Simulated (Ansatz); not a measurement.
This geometry of C₂H₄OS (8 atoms, charge 0, multiplicity 1) is a first-order saddle point.

The calculation used Ansatz 0.2.0, RKS BLYP/cc-pVDZ.

```xyz
8
Properties=species:S:1:pos:R:3
C 0.240 0.870 -0.054
C -0.289 -0.522 -0.327
O -0.613 -1.211 0.841
S -0.562 -1.162 -1.824
H 1.202 0.801 0.503
H -0.464 1.406 0.617
H 0.397 1.444 -0.983
H 0.180 -1.684 1.170
```

**Question.** Which two structures does it join? (They come from a converged band through this point; their orientation in space is the band's.)

**Answer.** No bond is made or broken. The dihedral S4–C2–O3–H8 goes from 0 to 180°.

Image 0:

```xyz
8
Properties=species:S:1:pos:R:3
C 0.143 0.973 -0.063
C -0.072 -0.516 -0.202
O -0.070 -1.120 1.015
S -0.290 -1.355 -1.623
H 1.105 1.165 0.458
H -0.656 1.409 0.574
H 0.147 1.468 -1.048
H -0.215 -2.081 0.835
```

Image 8:

```xyz
8
Properties=species:S:1:pos:R:3
C 0.119 0.805 -0.055
C -0.109 -0.658 -0.396
O -0.136 -1.500 0.680
S -0.319 -1.261 -1.922
H 1.078 0.931 0.496
H -0.694 1.179 0.607
H 0.148 1.424 -0.967
H 0.006 -0.976 1.502
```

**Question.** How far does it lie above each of them?

**Answer.** 16.0 kcal/mol above the first and 9.4 kcal/mol above the second. This is the barrier of this one path; another mechanism may lie lower.

The run took 2.1 min on 1 thread of Arm Neoverse V2 (shared host), peak memory 0.11 GiB.
